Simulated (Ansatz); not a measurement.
## Relative stability

The two ends of one reaction step of SiH₂O, singlet (PBE0-D4/def2-TZVP).

A:

H1  (-1.444, 0.057, -0.567)
O2  (-0.488, -0.033, -0.604)
Si3  (0.262, 0.086, 0.870)
H4  (1.670, -0.111, 0.301)
(Å)

B:

```
4
angstrom
H -1.1905 0.2083 0.8281
O -0.0673 -0.1861 -1.5401
Si -0.0015 -0.0042 -0.0367
H 1.2594 -0.0179 0.7487
```

Program: Ansatz 0.2.0. Basis: def2-TZVPP. Cores are frozen in the correlated methods. B3LYP uses VWN-RPA correlation.

Which structure is lower at CCSD(T), and by how much? (Judge from chemistry; the value comes from the calculation.)

Computed: A, by 0.074 eV (electronic energy, against the other). By their contacts, A is SiH₂O ([OH][SiH]) and B is SiH₂O ([O][SiH2]).

Do the other methods give the same order? (A judgement: the text doesn't fix the answer.)

Computed: Not all: BLYP-D4, r2SCAN-D4, B2PLYP, MP2 give the other order.

| method | E(B) − E(A) (eV) |
| --- | --- |
| SPW92 | 0.096 |
| PBE-D4 | 0.009 |
| BLYP-D4 | -0.040 |
| r2SCAN-D4 | -0.073 |
| B97M-V | 0.056 |
| PBE0-D4 | 0.099 |
| B3LYP-D4 | 0.040 |
| r2SCAN0-D4 | 0.039 |
| BHLYP-D4 | 0.134 |
| CAM-B3LYP-D4 | 0.072 |
| wB97X-V | 0.051 |
| wB97M-V | 0.158 |
| B2PLYP | -0.035 |
| PBE-QIDH | 0.032 |
| RPA on PBE | 0.076 |
| HF | 0.229 |
| MP2 | -0.119 |
| CCSD | 0.139 |
| CCSD(T) | 0.074 |

No T1 diagnostic of these runs exceeds 0.023. The restricted Hartree–Fock reference is unstable towards an unrestricted one at one or more of these structures.

Labels in which every atom is bracketed show which atoms are joined, not bond orders.

For scale, one of the runs: CCSD(T)/def2-TZVPP, 101 basis functions, launched by `ansatz run in.yaml --threads 2 --pin off --events-out ev --progress --plain --max-ram 4352MiB`. The run took about 3 s on 2 CPU threads of an Intel Xeon Platinum 8488C (shared host).
